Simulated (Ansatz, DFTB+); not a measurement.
Lattice constant a of fcc Ca: levels of theory against measurement

Reference value: 5.553 Å (measured, low-temperature or extrapolated to 0 K; zero-point anharmonic expansion removed; as tabulated in Csonka et al. (2009), arXiv:0903.4037).

Question: Which of these levels comes closest to the reference?
(A) PBEsol-D3(BJ) (Ansatz, an electronic-structure program)
(B) GFN1-xTB as cut by DFTB+
(C) r²SCAN-D4 (Ansatz)
(D) LDA (Ansatz)

Answer: C, r²SCAN-D4 (Ansatz)

```json
[
 {"level (code)": "GFN1-xTB as cut by DFTB+", "value (Å)": "6.860", "error (%)": "+24"},
 {"level (code)": "LDA (Ansatz)", "value (Å)": "5.337", "error (%)": "-3.89"},
 {"level (code)": "PBEsol-D3(BJ) (Ansatz)", "value (Å)": "5.348", "error (%)": "-3.69"},
 {"level (code)": "r²SCAN-D4 (Ansatz)", "value (Å)": "5.547", "error (%)": "-0.11"}
]
```

Of the ranked levels r²SCAN-D4 (-0.11 %) comes nearest. Among them GFN1-xTB as cut by DFTB+ (+24 %) misses by most. Of the ranked levels only r²SCAN-D4 lands within 0.5 %.

GFN1-xTB as cut by DFTB+: the cell moved over 20 % in volume from its start. GFN1-xTB as cut by DFTB+: the method was fitted mainly to molecules. GFN1-xTB as cut by DFTB+: codes differ in how they cut the long-range tail of xTB's charge interaction in a crystal, so the value belongs to this code. r²SCAN-D4: a distance lies near a switch of the dispersion term, which can move the cell. Cutoffs and k meshes differ between the levels. Ansatz's density-functional and Hartree–Fock values are scalar-relativistic unless marked +SOC, with PAW data made under PBE.

Differences are worked out from the printed values.
